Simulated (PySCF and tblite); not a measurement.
1,3-Butadiene, 2-methyl-, C₅H₈, numbered as in [CH2:1]=[CH:2][C:3](=[CH2:4])[CH3:5].

The ensemble was built from 90 distance-geometry starts (ETKDG and KDG, MMFF94s, GFN2-xTB) and rests on PBE0-D3(BJ)/def2-SVP geometries. Energies: B3LYP-D3(BJ)/def2-TZVP, with GFN2-xTB thermal terms (modes under about 100 cm⁻¹ blended into free rotors). Symmetry numbers and mirror images are counted. Conformers within 3 kcal/mol (GFN2-xTB free energy) were kept, 8 at most. GIAO shieldings: B3LYP/pcSseg-2. Shifts are against TMS (¹H), TMS (¹³C) at the same level. (PySCF 2.14, tblite 0.8.)

Torsions listed: C1–C2–C3–C5. Of a mirror pair one member is shown.

```csv
conformer,shape,weight %,dipole D
1,0°,98.5,0.27
2,146°,1.5,0.42
```

Problem. How does the computed dipole moment compare with the measured one in the gas phase?

Solution. Computed: 0.27 D in the leading conformer, 0.27 D as root mean square over the ensemble. Measured: 0.252 D (NIST CCCBDB Release 22 (SRD 101), experimental dipoles), which may belong to one conformer.
